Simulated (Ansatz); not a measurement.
# H₆NPSi: basis-set convergence

Aim: see how fast density functionals converge with the basis set for H₆NPSi.

Computed with Ansatz 0.2.0, Gaussian basis. Level: one geometry, several basis sets.

The runs, in order: PBE0-D4/def2-SVP; ωB97M-V/def2-SVP; PBE0-D4/def2-QZVPP; ωB97M-V/def2-QZVPP; the functionals' def2-TZVPP values are taken from earlier runs.

1 further run of the same task is left out (it didn't finish).

## (1) The geometry

An earlier PBE0-D4 in a triple-zeta def2 set relaxation fixed the geometry.

SMILES `N[SiH2]P`, 9 atoms, charge 0, spin multiplicity 1.

Atoms are counted from 1 here; the program's logs count them from 0.

Bond lengths: N1–Si2 1.718 Å, N1–H4 1.007 Å, N1–H5 1.007 Å, Si2–P3 2.257 Å, Si2–H6 1.487 Å, Si2–H7 1.494 Å, P3–H8 1.423 Å, P3–H9 1.422 Å. Angles: Si2–N1–H4 121.1°, Si2–N1–H5 119.9°, H4–N1–H5 111.3°, N1–Si2–P3 108.0°, N1–Si2–H6 106.8°, N1–Si2–H7 114.9°, P3–Si2–H6 109.1°, P3–Si2–H7 110.1°, H6–Si2–H7 107.7°, Si2–P3–H8 92.6°, Si2–P3–H9 93.3°, H8–P3–H9 92.6°.

As a file:

```xyz
9
H6NPSi
N    -0.9413    0.5343   -1.1333
Si    0.3472    0.4955    0.0022
P    -0.1905   -0.9854    1.6187
H    -1.1813   -0.2785   -1.6764
H    -1.1416    1.3825   -1.6368
H     0.4371    1.8549    0.5971
H     1.6842    0.1631   -0.5746
H    -0.0816   -2.0921    0.7300
H     1.1564   -1.1206    2.0560
```

## (2) PBE0-D4 in def2-SVP

in.yaml reads:

```yaml
crystal:
  periodic: [false, false, false]
  atoms:
    - {symbol: N, position_ang: [-0.941318, 0.534303, -1.133284]}
    - {symbol: Si, position_ang: [0.347154, 0.495494, 0.002234]}
    - {symbol: P, position_ang: [-0.190470, -0.985447, 1.618683]}
    - {symbol: H, position_ang: [-1.181341, -0.278496, -1.676369]}
    - {symbol: H, position_ang: [-1.141555, 1.382504, -1.636809]}
    - {symbol: H, position_ang: [0.437058, 1.854878, 0.597073]}
    - {symbol: H, position_ang: [1.684160, 0.163081, -0.574552]}
    - {symbol: H, position_ang: [-0.081558, -2.092065, 0.730001]}
    - {symbol: H, position_ang: [1.156371, -1.120553, 2.056024]}
basis:
  gaussian: {orbitals: def2-SVP}
hamiltonian: {xc: pbe0, dispersion: d4}
output: {orbitals: {seedname: orbitals}}
```

The run is started by

```sh
$ ansatz run in.yaml --threads 2 --pin off --events-out ev --progress --plain --max-ram 4352MiB
```

The runs that follow: ωB97M-V in def2-SVP; PBE0-D4 in def2-QZVPP; ωB97M-V in def2-QZVPP.

Before running them: what should the planned runs give, taken together? Wanted: PBE0-D4: double and triple zeta above quadruple; ωB97M-V: double and triple zeta above quadruple.

As calculated:

| quantity | value |
| --- | --- |
| PBE0-D4: double and triple zeta above quadruple | 8.69, 0.67 eV |
| ωB97M-V: double and triple zeta above quadruple | 8.77, 0.63 eV |

**Reading.** For PBE0-D4 the step from double to triple zeta gains 8.02 eV and the next only 0.67 eV. Total energies overstate the basis error of differences, where much of it tends to cancel. The LUMO of ωB97M-V is positive and keeps falling with the basis (2.55 to 1.39 eV): an unbound level that the basis holds in place.
